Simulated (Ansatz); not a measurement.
**HB–CH, doublet: vertical spin and charge gaps**

Geometry (PBE0/def2-TZVP stationary point for this spin, not checked as a minimum):

```json
{"atom": "B", "x (Å)": "0.0000", "y (Å)": "0.0000", "z (Å)": "0.6493"}
{"atom": "C", "x (Å)": "0.0000", "y (Å)": "0.0000", "z (Å)": "-0.7007"}
{"atom": "H", "x (Å)": "0.0000", "y (Å)": "0.0000", "z (Å)": "1.8218"}
{"atom": "H", "x (Å)": "0.0000", "y (Å)": "0.0000", "z (Å)": "-1.7703"}
```

Basis cc-pVDZ; Ansatz 0.2.0. Only valence electrons are correlated (noble-gas cores frozen). R marks a restricted (for open shells ROHF) determinant, U an unrestricted one. Active spaces: valence = (9e, 10o) chosen from the atoms' valence shells.

Gaps are energies of the second state less the first, at fixed atoms, for a selection of the levels run; each method lands on the state that its own search finds for that charge and spin.

Removing an electron, to the triplet: 9.325 eV at UCCSDT(Q).

```csv
level,gap (eV),error (meV)
RHF,7.956,-1369
UHF,7.899,-1426
RCCSD,9.218,-107
UCCSD,9.217,-108
RCCSDT,9.317,-8
UCCSDT,9.316,-9
CASSCF (valence space),8.656,-669
MRCISD (valence space),9.270,-55
r2SCAN,9.475,150
wB97M-V,9.350,25
```

Quartet less doublet: 4.616 eV at UCCSDT(Q).

```csv
level,gap (eV),error (meV)
RHF,3.715,-901
UHF,3.518,-1098
UMP2,4.586,-30
RCCSD(T),4.603,-13
BCCD(T),4.600,-16
UCCSDT,4.607,-9
MRCISD+Q (valence space),4.616,0
r2SCAN,4.354,-262
B3LYP,4.557,-59
BHLYP,4.405,-211
```

In so small a basis the reference is far from its limit while semilocal and hybrid functionals are nearer theirs, so the functionals' errors here hold much of the reference's basis and frozen-core error, which can add to them or hide them.

Full CI isn't at hand for all of this; UCCSDT(Q) serves as the reference, and is uncertain by about the last step of the cluster series. The frozen core follows each run's orbitals, which can shift R against U totals by a few meV.
